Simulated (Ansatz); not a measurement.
Input file for Ansatz (a first-principles code): R-wB97M-V/def2-TZVPP on methanol (SMILES CO), atoms moved off the minimum.

Ansatz 0.2 input:
```yaml
crystal:
  periodic: [false, false, false]
  atoms:
    - {symbol: C, position_ang: [-0.72892317, 0.21000339, 0.28483002]}
    - {symbol: O, position_ang: [0.61253010, -0.15994467, -0.22127614]}
    - {symbol: H, position_ang: [-0.78699528, 0.18446664, 1.03426147]}
    - {symbol: H, position_ang: [-1.37588544, -0.57765600, -0.35549109]}
    - {symbol: H, position_ang: [-0.71666167, 1.29743133, -0.11788850]}
    - {symbol: H, position_ang: [1.30427113, 0.24282055, -0.00217332]}
basis:
  gaussian:
    orbitals: def2-TZVPP
hamiltonian:
  xc: {name: wB97M-V}
scf: {lower_state_search: off}
output: {forces: true}
```

Program output:

```
WARN ansatz: RAYON_NUM_THREADS=1 ignored (pool sized by the plan → 1); use --threads N
Functional definition: wB97M-V
these checks for a lower state are left out or cut short: stability, starts, cluster_reference, orbital_swaps, neighbouring_geometries, increment
integrals: 0.03 GiB planned
567 factors; their error is unknown
integrals: 0.06 GiB planned
150 factors; integrals over basis functions are off by at most 1.3e-5 eV
mean field: 0.40 GiB planned
mean field evaluation 1: about -3139.8789 eV, gradient 4.6e1 eV
mean field evaluation 2: about -3140.9087 eV, gradient 4.2e1 eV
mean field evaluation 4: about -3143.5631 eV, gradient 1.4e0 eV
mean field evaluation 8: about -3143.5653 eV, gradient 3.7e-1 eV
mean field evaluation 16: about -3143.5655 eV, gradient 4.9e-5 eV
mean field -3143.56545314 eV, -115.5238996175 hartree, gradient 3.9e-6 eV, S^2 0.000000; 0 other end points of the search recorded, 0 dependent functions left out
the calculation of the forces begins
reference -3143.56548591 eV, -115.5239008220 hartree; 9, 9 occupied and 109, 109 virtual orbitals, 567 factors
Total energy: -3143.56548591 eV, -115.5239008220 hartree
Atom 0 at    -0.728923     0.210003     0.284830 Å, force     4.336251     1.781839   -36.582818 eV/Å
Atom 1 at     0.612530    -0.159945    -0.221276 Å, force    -9.378566    -6.756561    -2.816131 eV/Å
Atom 2 at    -0.786995     0.184467     1.034261 Å, force    -2.758867    -1.594269    33.206533 eV/Å
Atom 3 at    -1.375885    -0.577656    -0.355491 Å, force     1.026003     2.376721     1.877630 eV/Å
Atom 4 at    -0.716662     1.297431    -0.117888 Å, force    -1.471153    -1.676315     0.793805 eV/Å
Atom 5 at     1.304271     0.242821    -0.002173 Å, force     8.246332     5.868585     3.520980 eV/Å
Dipole moment:    -0.069244     0.234794     0.224434 e Å
Checks for a lower state left out: stability, starts, cluster_reference, orbital_swaps, neighbouring_geometries, increment
```

The run converged.

Cost: very roughly 2.6 core-seconds.
